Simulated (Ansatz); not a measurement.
Input file:

```yaml
crystal:
  periodic: [false, false, false]
  atoms:
    - {symbol: C, position_ang: [0.000000, -0.455922, 1.539155]}
    - {symbol: Si, position_ang: [0.000000, 0.398384, -0.014871]}
    - {symbol: C, position_ang: [0.000000, -0.475649, -1.504382]}
basis:
  gaussian: {orbitals: cc-pVDZ}
total_charge: 1
magnetization: {spin_polarized: true, initial_magnetization: 3}
hamiltonian: {xc: {name: PBE}}
correlation: {method: bccd, electrons: outside_noble_gas}
scf: {omitted_lower_state_checks: [cluster_reference]}
output: {forces: true}
```

```sh
$ ansatz run in.yaml --threads 1 --pin off --events-out ev --progress --plain --max-ram 2393MiB
```

Q: Roughly how long does this take on 1 thread of Arm Neoverse N1, shared host, and how much host memory?

A: 37 s wall and 0.18 GiB.

```
these checks for a lower state are left out or cut short: cluster_reference
451 factors; integrals over basis functions are off by at most 8.2e-4 eV
mean field evaluation 1: about -9915.9198 eV, gradient 3.2e1 eV
mean field evaluation 2: about -9915.9169 eV, gradient 3.2e1 eV
mean field evaluation 4: about -9913.4490 eV, gradient 3.6e1 eV
mean field evaluation 8: about -9924.2639 eV, gradient 3.7e-1 eV
mean field evaluation 16: about -9924.2714 eV, gradient 2.9e-6 eV
mean field evaluation 32: about -9924.2317 eV, gradient 1.5e-4 eV
mean field evaluation 64: about -9923.3460 eV, gradient 3.0e-6 eV
mean field evaluation 96: about -9924.2693 eV, gradient 1.8e-1 eV
mean field evaluation 128: about -9924.2712 eV, gradient 8.4e-2 eV
mean field -9924.27135278 eV, -364.7102453018 hartree, gradient 2.9e-6 eV, S^2 4.043487; 12 other end points of the search recorded, 0 dependent functions left out
7 core orbitals not correlated: weight in the atoms' cores, before any rotation towards them, 1.000 or more for the frozen orbitals, at most 0.000 for the correlated occupied ones
reference -9903.40725617 eV, -363.9435038938 hartree; 7, 4 occupied and 32, 35 virtual orbitals, 451 factors
second order -7.93117711 eV of doubles, -0.95273558 eV of singles
cycle   1  -7.76049539 eV  change     1.2e0 eV  update   2.2e-1
...
cycle  36  -8.79140077 eV  change    1.0e-7 eV  update   2.7e-7
cycle  37  -8.79140066 eV  change    1.1e-7 eV  update   2.0e-7
cycle  38  -8.79140063 eV  change    2.8e-8 eV  update   1.5e-7
cycle  39  -8.79140064 eV  change   -9.1e-9 eV  update   1.1e-7
cycle  40  -8.79140071 eV  change   -7.7e-8 eV  update   8.2e-8
cycle  41  -8.79140071 eV  change    8.2e-9 eV  update   6.9e-8
cycle  42  -8.79140068 eV  change    2.7e-8 eV  update   6.3e-8
cycle  43  -8.79140065 eV  change    2.6e-8 eV  update   5.6e-8
cycle  44  -8.79140067 eV  change   -1.6e-8 eV  update   5.4e-8
cycle  45  -8.79140066 eV  change    8.9e-9 eV  update   4.5e-8
WARN: the results are in doubt because among natural orbitals the method converges to other amplitudes
the calculation of the forces begins
Total energy: -9912.19865683 eV, -364.2665819090 hartree
Atom 0 at     0.000000    -0.455922     1.539155 Å, force    -0.000000    -1.121598     2.133060 eV/Å
Atom 1 at     0.000000     0.398384    -0.014871 Å, force     0.000000     2.121082    -0.339036 eV/Å
Atom 2 at     0.000000    -0.475649    -1.504382 Å, force    -0.000000    -0.999484    -1.794024 eV/Å
Dipole moment:     0.000000     0.224724    -0.093266 e Å
In doubt: among natural orbitals the method converges to other amplitudes
Checks for a lower state left out: cluster_reference
```

Forces (eV/Å):
```
C    0.000 -1.122  2.133
Si   0.000  2.121 -0.339
C    0.000 -0.999 -1.794
```

The singles that turn the determinant into the Brueckner one have T1 = 0.070.
